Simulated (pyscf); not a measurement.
Single points on ωB97X-D3(BJ)/def2-SVP structures (PySCF, gas phase).

For the elementary gas-phase step `[CH4]` + `[CH3][Ga]=[NH]` → `[CH3][Ga]([CH3])[NH2]` (singlet surface; C–H broken, C–Ga, H–N formed), what barrier and reaction energy does ωB97M-D3(BJ)/def2-TZVP give, measured from the separated reactants?

ΔE‡ = 1.09 eV, ΔE = -2.24 eV. Zero-point energy shifts the barrier by -0.04 eV. It is an addition across a multiple bond or ene-type step, with an imaginary mode of 1608i cm⁻¹. One saddle was located; it need not be the lowest between these sides. Elements up to Kr have no core potential and no relativistic terms here.
